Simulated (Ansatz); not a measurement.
**CsCl-type TlCl**

Method: PBE+SOC (PAW; Ansatz, a program for electronic structure).

Settings: plane-wave cutoff 520 eV, 10×10×10 k mesh, Fermi–Dirac smearing 0.01 eV, PAW data made under PBE.

Cell: measured lattice: a = b = c = 3.842 Å, α = β = γ = 90.00°.

For CsCl-type TlCl, the band gap is 1.63 eV (indirect), the smallest direct gap on the k points sampled is 1.91 eV and the Γ–Γ gap is 7.70 eV.

Note: cell and atoms aren't relaxed at this level (pressure 0.9 GPa).

Computed values are for the static lattice.

It cost around 30 core-seconds (rough) of CPU time.
